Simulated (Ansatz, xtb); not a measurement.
Two structures of FHSi2

We compare I, a triplet given by its coordinates, with II, a singlet given by its coordinates. Both are isolated molecules in the gas phase, relaxed with PBE0-D4/def2-TZVP.

I (Å):

```xyz
4

F     0.0081    0.3295    0.1623
Si    0.2671    1.6760   -0.6625
Si   -0.7266    3.6707   -0.3478
H     1.3037    1.2554   -1.6518
```

Close contacts (Å): F1–Si2 1.60, Si2–Si3 2.25, Si2–H4 1.49.

II (Å):

```yaml
atoms:
  - { symbol: F, position_ang: [1.5013, 0.4370, -0.4734] }
  - { symbol: Si, position_ang: [-0.0969, 0.3372, -0.4230] }
  - { symbol: Si, position_ang: [-1.3077, -1.4738, -0.0463] }
  - { symbol: H, position_ang: [-0.6526, 1.6944, -0.6770] }
```

Close contacts (Å): F1–Si2 1.60, Si2–Si3 2.21, Si2–H4 1.49.

**Question.** Estimate E(II) − E(I) at the level CCSD(T)/def2-TZVPP.

**Answer.** Too close to call at this level: CCSD(T)/def2-TZVPP gives E(II) − E(I) = +0.02 kcal/mol.

Level by level:

```
             level           geometry  E(II) − E(I) (kcal/mol)  departure from the last row (kcal/mol)  job, with rough time for the two
 PBE0-D4/def2-TZVP  PBE0-D4/def2-TZVP                     +5.77                                   +5.75                optimisation, 19 s
     HF/def2-TZVPP  PBE0-D4/def2-TZVP                    +15.20                                  +15.18           part of the CCSD(T) run
    MP2/def2-TZVPP  PBE0-D4/def2-TZVP                     +1.88                                   +1.85           part of the CCSD(T) run
CCSD(T)/def2-TZVPP  PBE0-D4/def2-TZVP                     +0.02                                                        single point, 26 s
```

The largest departure from CCSD(T)/def2-TZVPP is that of HF/def2-TZVPP, 15.18 kcal/mol. Levels run at GFN2-xTB geometries aren't shown.

With harmonic frequencies from PBE0-D4/def2-TZVP (ideal gas, rigid rotor, one conformer each, 400 K, 1 atm): the zero-point term adds +0.01 kcal/mol; ΔH is +0.05 and ΔG +0.79 kcal/mol.

Open shells are spin-unrestricted. The closed-shell singlet above a triplet ground state is poorly described by one determinant. The correlated steps freeze 11 core orbitals. ΔG holds the spin degeneracy. Codes used: Ansatz 0.2.0; the last row on 2 threads of Arm Neoverse V2 on a shared host.
